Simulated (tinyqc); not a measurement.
Ways to converge the cycle: SCF convergence aids in the sto-3g basis, for H2O, spin multiplicity 1. Computed by the program tinyqc with PySCF. RHF with one setting changed at a time; a run stops when the energy changes by less than 1e-09 hartree and the error matrix is below 1e-5. The start is the core Hamiltonian. Damping d keeps d of the old density; a shift (hartree) raises the virtual levels; DIIS n extrapolates F over n matrices.

Geometry (angstrom):
```
atom       x        y       z
O     0.0000   0.0000  0.0000
H     0.0000   0.8190  0.5490
H     0.0000  -0.8190  0.5490
```

lowest restricted solution found by these runs and by PySCF = -74.959567 hartree

Largest element of the error matrix X^T (FDS - SDF) X:
```
iteration    plain  damping 0.3  damping 0.6  shift 0.4   DIIS 3   DIIS 8
1          6.9e-01      6.9e-01      6.9e-01    6.9e-01  6.9e-01  6.9e-01
2          9.8e-02      2.1e-01      4.5e-01    2.9e-01  9.8e-02  9.8e-02
3          2.3e-02      7.3e-02      2.8e-01    5.3e-02  2.5e-02  2.5e-02
4          8.6e-03      3.0e-02      1.7e-01    1.1e-02  3.9e-03  3.9e-03
5          3.5e-03      1.3e-02      1.0e-01    5.3e-03  1.2e-03  8.8e-04
6          1.5e-03      7.1e-03      6.0e-02    3.0e-03  8.4e-05  9.6e-05
8          2.8e-04      2.5e-03      2.5e-02    9.5e-04  3.8e-07  5.1e-09
10         5.5e-05      8.5e-04      1.1e-02    3.2e-04        -        -
14               -      1.1e-04      2.6e-03    4.0e-05        -        -
20               -      5.7e-06      5.3e-04          -        -        -
30               -            -      4.0e-05          -        -        -
```

How each run ends:
```
run          iterations  E (hartree)         state
plain                13   -74.959567  lowest found
damping 0.3          20   -74.959567  lowest found
damping 0.6          43   -74.959567  lowest found
shift 0.4            17   -74.959567  lowest found
DIIS 3                8   -74.959567  lowest found
DIIS 8                8   -74.959567  lowest found
```

What does the comparison show, and why?

6 of 6 runs reach the lowest restricted solution found, in 8 to 43 iterations (fastest: DIIS 3, DIIS 8). Plain steps already contract here, so damping only slows them. DIIS 3 and DIIS 8 gain by cancelling the error over several earlier matrices, much as a quasi-Newton step does.
